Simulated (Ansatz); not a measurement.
# PH (SMILES [PH]) at 6 levels

Aim: a comparison of 6 runs (UCAM-B3LYP/3-21G, UB2PLYP/cc-pVDZ, UBLYP/cc-pVDZ, UHSE06/cc-pVDZ, USVWN5/cc-pVDZ, UCCSD(T)/cc-pVDZ) of PH. 

The calculation is run with Ansatz 0.2.0.

57 further runs of the same task are left out: 57 set aside as unsound or not needed.

### Step 1. Starting point

PH: 2 atoms, total charge 0, spin state triplet. SMILES: `[PH]`. The H2–P1 distance was set to 2.798 Å, away from the relaxed value.

### Step 2. A single-point energy at UCAM-B3LYP/3-21G (run 1)

The input, input.yaml:

```yaml
crystal:
  periodic: [false, false, false]
  atoms:
    - symbol: P
      position_ang: [0.000000, 0.000000, -1.399030]
    - symbol: H
      position_ang: [0.000000, 0.000000, 1.399070]
basis:
  gaussian: {orbitals: 3-21G.json}
hamiltonian: {xc: {name: CAM-B3LYP}}
accuracy: high
magnetization: {spin_polarized: true, initial_magnetization: 2}
```

The basis set 3-21G is read from a file made from the Basis Set Exchange's data (not shown).

Started as:

```console
$ ansatz run input.yaml --threads 1 --pin off --max-ram 2610MiB --events-out events.jsonl --progress --plain --runs-dir runs
```

Log:

```text
Warning: RAYON_NUM_THREADS=1 ignored (pool sized by the plan → 1); use --threads N
Functional definition: CAM-B3LYP
  name "CAM-B3LYP"
  parameter alpha = 0.19
  parameter beta = 0.46
  parameter omega = 0.33/bohr
  parameter ac = 0.81
  exchange = (1 - alpha - beta)*b88_x + beta*b88_x_sr(omega) + alpha*exact_x + beta*exact_x_lr(omega)
  correlation = (1 - ac)*vwn5_c + ac*lyp_c
272 factors; integrals over basis functions are off by at most 2.6e-9 eV
116 factors; integrals over basis functions are off by at most 1.4e-9 eV
mean field evaluation 1: about -9251.9151 eV, gradient 1.9e0 eV
mean field evaluation 2: about -9251.9389 eV, gradient 2.1e0 eV
mean field evaluation 4: about -9252.0755 eV, gradient 1.3e0 eV
mean field evaluation 8: about -9253.0026 eV, gradient 3.7e-1 eV
mean field evaluation 16: about -9253.0067 eV, gradient 9.6e-9 eV
mean field evaluation 32: about -9253.0067 eV, gradient 1.3e-8 eV
mean field -9253.00673415 eV, -340.0417255669 hartree, gradient 9.6e-9 eV, S^2 2.821081; 1 other end points of the search recorded, 0 dependent functions left out
reference -9253.00674605 eV, -340.0417260041 hartree; 9, 7 occupied and 6, 8 virtual orbitals, 272 factors
Total energy: -9253.00674605 eV, -340.0417260041 hartree
```

Run time: 1.2 s. Hardware: 1 thread of Arm Neoverse V1, shared host; peak memory 0.091 GiB.

### Step 3. The energy at UB2PLYP/cc-pVDZ (run 2)

The input, molecule.yaml:

```yaml
crystal:
  periodic: [false, false, false]
  atoms:
    - {symbol: P, position_ang: [0.000000, 0.000000, -1.399030]}
    - {symbol: H, position_ang: [0.000000, 0.000000, 1.399070]}
basis:
  gaussian:
    orbitals: cc-pVDZ
magnetization:
  spin_polarized: true
  initial_magnetization: 2
hamiltonian:
  xc: {name: B2PLYP}
correlation:
  frozen_orbitals: {H: 0, P: 5}
accuracy: high
```

Started as:

```console
$ ansatz run molecule.yaml --threads 1 --pin off --max-ram 2610MiB --events-out events.jsonl --progress --plain --runs-dir runs
```

Log (excerpt; [...] marks lines left out):

```text
Warning: RAYON_NUM_THREADS=1 ignored (pool sized by the plan → 1); use --threads N
Functional definition: B2PLYP
  name "B2PLYP"
[...]
397 factors; integrals over basis functions are off by at most 2.8e-9 eV
[...]
mean field -9295.90860071 eV, -341.6183400830 hartree, gradient 7.0e-8 eV, S^2 2.862842; 1 other end points of the search recorded, 0 dependent functions left out
5 core orbitals not correlated: weight in the atoms' cores, before any rotation towards them, 1.000 or more for the frozen orbitals, at most 0.000 for the correlated occupied ones
reference -9295.90861874 eV, -341.6183407455 hartree; 4, 2 occupied and 14, 16 virtual orbitals, 397 factors
second order -2.23492923 eV of doubles, -0.00000000 eV of singles
Total energy: -9296.51204963 eV, -341.6405164217 hartree
```

Run time: 1.5 s. Hardware: 1 thread of Arm Neoverse V1, shared host; peak memory 0.096 GiB.

Runs 3 to 5 aren't shown in full; the table further down has their settings and results.

### Step 4. A single-point energy at UCCSD(T)/cc-pVDZ (run 6)

The input, molecule.yaml:

```yaml
basis:
  gaussian:
    orbitals: cc-pVDZ
crystal:
  periodic: [false, false, false]
  atoms:
    - {symbol: P, position_ang: [0.000000, 0.000000, -1.399030]}
    - {symbol: H, position_ang: [0.000000, 0.000000, 1.399070]}
correlation:
  method: ccsd_t
  frozen_orbitals: {H: 0, P: 5}
scf:
  omitted_lower_state_checks: [cluster_reference, increment]
accuracy: high
total_charge: 0
magnetization:
  spin_polarized: true
  initial_magnetization: 2
```

Started as:

```console
$ ansatz run molecule.yaml --threads 1 --pin off --max-ram 2610MiB --events-out events.jsonl --progress --plain --runs-dir runs
```

Log (excerpt; [...] marks lines left out):

```text
Warning: RAYON_NUM_THREADS=1 ignored (pool sized by the plan → 1); use --threads N
Functional definition: HF
  name "HF"
[...]
397 factors; integrals over basis functions are off by at most 2.8e-9 eV
[...]
mean field -9284.79666968 eV, -341.2099841496 hartree, gradient 7.5e-8 eV, S^2 2.928592; 8 other end points of the search recorded, 0 dependent functions left out
5 core orbitals not correlated: weight in the atoms' cores, before any rotation towards them, 1.000 or more for the frozen orbitals, at most 0.000 for the correlated occupied ones
reference -9284.79666968 eV, -341.2099841496 hartree; 4, 2 occupied and 14, 16 virtual orbitals, 397 factors
second order -1.76403348 eV of doubles, -0.00000000 eV of singles
cycle   1  -2.14355649 eV  change   -3.8e-1 eV  update   4.5e-2
[...]
cycle  31  -2.29005973 eV  change   2.4e-10 eV  update  2.3e-10
perturbative correction -0.04271948 eV, -0.0015699119 hartree
Total energy: -9287.12944889 eV, -341.2957122044 hartree
Checks for a lower state left out: cluster_reference, increment
```

Wall time 0.56 s (1 thread of Arm Neoverse V1, shared host).

### Step 5. The series

```
run             level  frozen core orbitals  energy (Eh)   ⟨S²⟩  wall time
  1  UCAM-B3LYP/3-21G                     –  -340.041726  2.821      1.2 s
  2   UB2PLYP/cc-pVDZ                     5  -341.640516  2.863      1.5 s
  3     UBLYP/cc-pVDZ                     –  -341.768627  2.610      2.1 s
  4    UHSE06/cc-pVDZ                     –  -341.633319  2.822      1.8 s
  5    USVWN5/cc-pVDZ                     –  -340.477917  2.572     0.94 s
  6  UCCSD(T)/cc-pVDZ                     5  -341.295712  2.929     0.56 s
```

### Step 6. Outcome

| quantity | value |
| --- | --- |
| run 6: total energy | -341.29571 Eh |
| run 6: correlation energy (5 core orbitals frozen) | -85.7 mEh |
| run 6: (T) correction | -1.57 mEh |
| run 6: ⟨S²⟩ of the reference determinant | 2.929 |
| run 6: T1 diagnostic | 0.020 |

What this shows: Totals of different functionals can't be ranked against each other. Spin contamination of the reference: run 6 ⟨S²⟩ = 2.93, run 2 ⟨S²⟩ = 2.86, run 4 ⟨S²⟩ = 2.82, run 1 ⟨S²⟩ = 2.82, run 3 ⟨S²⟩ = 2.61, run 5 ⟨S²⟩ = 2.57. Where it is this large, the reference is a mixture of spin states, and values that rest on it are in doubt. All runs together took 8.2 s, the longest 2.1 s.
